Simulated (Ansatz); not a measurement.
A made-up structure of MgAlSiH5, singlet:

Mg1  (-1.571, 1.339, -2.041)
Al2  (0.654, 0.554, -0.649)
Si3  (0.504, -0.933, 1.318)
H4  (-2.974, 1.822, -2.898)
H5  (2.138, 1.023, -1.029)
H6  (-0.310, -0.273, 2.386)
H7  (1.581, -0.641, -0.490)
H8  (-0.233, -2.186, 0.966)
(Å)

It is relaxed with PBE-D4/def2-SVP and then PBE0-D4/def2-TZVP (Ansatz 0.2.0). Atoms count as bonded within 1.22 times the sum of their covalent radii (H–H: 0.88 Å). The end point is not checked to be a true minimum.

Question: Does its bonding change? (Judge from chemistry; the calculation decides.)

Answer: The calculation gives: Yes. Formed: Mg1–Si3; broken: Mg1–Al2.

Where it ends: The first stage lowers the energy by 3.60 eV in 21 steps. It ends as MgAlSiH₅ ([MgH][SiH2][AlH2]):
```csv
atom,x (Å),y (Å),z (Å)
Mg1,-2.2515,0.6935,-1.0212
Al2,1.8493,-0.0072,-0.5180
Si3,-0.3565,-0.2561,0.4437
H4,-3.4907,1.3284,-2.0062
H5,2.6901,1.3249,-0.2886
H6,-0.4253,0.4270,1.7752
H7,2.4294,-1.1029,-1.5165
H8,-0.6563,-1.7023,0.6949
```

Labels in which every atom is bracketed show which atoms are joined, not bond orders.

For scale, one of the runs: PBE0-D4/def2-TZVP relaxation, 136 basis functions, launched by `ansatz run in.yaml --threads 2 --pin off --events-out ev --progress --plain --max-ram 4352MiB`. Hardware: 2 CPU threads of an Arm Neoverse V2, shared host. Wall time about 10 s.
